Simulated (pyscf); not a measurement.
A first-order saddle from PySCF, ωB97X-D3(BJ)/def2-SVP:

```xyz
11

O      0.2881     0.5053    -2.0377
P     -0.0666    -0.2591    -0.6281
O      0.1548     1.1119     0.2781
H      0.5047     1.4425    -1.9217
H      0.4969    -1.2415     0.3999
H      0.0101     0.9568     1.2207
Si    -2.1534    -0.9954     0.0076
H     -0.4811    -1.1475     1.1068
H     -2.8788    -0.5363     1.2328
H     -2.1010    -2.4804    -0.1216
H     -3.0025    -0.4741    -1.1179
```
Charge 0, spin multiplicity 1.

Surface: singlet, charge 0. Lowest wavenumbers (cm⁻¹): 1253i, 114, 181, 236, 336.

Problem. Which two sides does it connect, and which bonds change?

Solution. HO–PH–OH + SiH₄ ⇌ HO–P(OH)–SiH₃ + H₂, a four-centre exchange read from left to right: H–P, H–Si broken and P–Si, H–H formed. At ωB97M-D3(BJ)/def2-TZVP it lies +199.5 kJ/mol from the left side and +171.1 kJ/mol from the right (each side as separated species at their lowest minima found). The same reactants have a lower exit, to HO–SiH₃ + HO–PH₂ (barrier +139.2 kJ/mol at ωB97M-D3(BJ)/def2-TZVP, against +199.5 kJ/mol here). HO–P(OH)–SiH₃ lies 171.2 kJ/mol over its isomer HO–SiH₂–O–PH₂ (electronic energy, ωB97M-D3(BJ)/def2-TZVP). This is the saddle that the search found; another between the same sides may lie lower.
